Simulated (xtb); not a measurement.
xtb input (GFN1-xTB):

```bash
xtb mol.xyz --gfn 1 --sp --chrg -1 --uhf 0
```
mol.xyz:
```
6

C     -0.30533261    -1.70728978     0.02202826
C      0.49586612    -0.60667486    -0.00020802
C     -0.03560035     0.72219420    -0.00712747
H      0.36628103    -2.59455723     0.02243663
H      1.59772456    -0.59297275    -0.01500254
N     -0.41337207     1.81973609    -0.01365582
```

End of the output:

```
         :::::::::::::::::::::::::::::::::::::::::::::::::::::
         ::                     SUMMARY                     ::
         :::::::::::::::::::::::::::::::::::::::::::::::::::::
         :: total energy             -10.687124296443 Eh    ::
         :: gradient norm              0.031744853963 Eh/a0 ::
         :: HOMO-LUMO gap              2.313762008478 eV    ::
         ::.................................................::
         :: SCC energy               -10.865486397793 Eh    ::
         :: -> electrostatic           0.142711082941 Eh    ::
         :: repulsion energy           0.179844033551 Eh    ::
         :: dispersion energy         -0.001481932202 Eh    ::
         :: halogen bond corr.         0.000000000000 Eh    ::
         :: add. restraining           0.000000000000 Eh    ::
         :: total charge              -1.000000000000 e     ::
         :::::::::::::::::::::::::::::::::::::::::::::::::::::

           -------------------------------------------------
          |                Property Printout                |
           -------------------------------------------------

    * Orbital Energies and Occupations

         #    Occupation            Energy/Eh            Energy/eV
      -------------------------------------------------------------
         1        2.0000           -0.5262462             -14.3199
         2        2.0000           -0.4044211             -11.0049
         3        2.0000           -0.3509921              -9.5510
         4        2.0000           -0.3273701              -8.9082
         5        2.0000           -0.2858956              -7.7796
         6        2.0000           -0.2826680              -7.6918
         7        2.0000           -0.2618642              -7.1257
         8        2.0000           -0.2369847              -6.4487
         9        2.0000           -0.1853256              -5.0430
        10        2.0000           -0.1239176              -3.3720 (HOMO)
        11                         -0.0388884              -1.0582 (LUMO)
        12                         -0.0025674              -0.0699
        13                          0.0725097               1.9731
        14                          0.1174188               3.1951
        15                          0.1671857               4.5494
        16                          0.3761426              10.2354
        17                          0.4555009              12.3948
Note: The following floating-point exceptions are signalling: IEEE_DENORMAL
normal termination of xtb
        18                          0.6026074              16.3978
        19                          0.7612579              20.7149
        20                          1.4606300              39.7458
      -------------------------------------------------------------
                  HL-Gap            0.0850292 Eh            2.3138 eV
             Fermi-level           -0.0814030 Eh           -2.2151 eV

  Mulliken/CM5 charges         n(s)   n(p)   n(d)
     1C    -0.48684 -0.53468   1.367  3.120  0.000
     2C    -0.07785 -0.12596   1.034  3.044  0.000
     3C     0.18656  0.29900   1.110  2.703  0.000
     4H    -0.06118 -0.01068   1.061  0.000  0.000
     5H    -0.05383  0.00047   1.054  0.000  0.000
     6N    -0.50687 -0.62814   1.688  3.819  0.000

Wiberg/Mayer (AO) data.
largest (>0.10) Wiberg bond orders for each atom

 ---------------------------------------------------------------------------
     #   Z sym  total        # sym  WBO       # sym  WBO       # sym  WBO
 ---------------------------------------------------------------------------
     1   6 C    2.996 --     2 C    1.781     4 H    1.025     6 N    0.132
     2   6 C    3.945 --     1 C    1.781     3 C    1.153     5 H    0.938
     3   6 C    3.923 --     6 N    2.705     2 C    1.153
     4   1 H    1.055 --     1 C    1.025
     5   1 H    1.010 --     2 C    0.938
     6   7 N    2.933 --     3 C    2.705     1 C    0.132
 ---------------------------------------------------------------------------

Topologies differ in total number of bonds
Writing topology from bond orders to xtbtopo.mol

 dipole moment from electron density (au)
     X       Y       Z
   1.3048   0.3141  -0.0207  total (Debye):    3.412

           -------------------------------------------------
          | TOTAL ENERGY              -10.687124296443 Eh   |
          | GRADIENT NORM               0.031744853963 Eh/α |
          | HOMO-LUMO GAP               2.313762008478 eV   |
           -------------------------------------------------

------------------------------------------------------------------------
------------------------------------------------------------------------
 total:
 SCF:
```

It need not be the lowest isomer of its formula. Whether it binds its extra electron was not tested at this geometry.
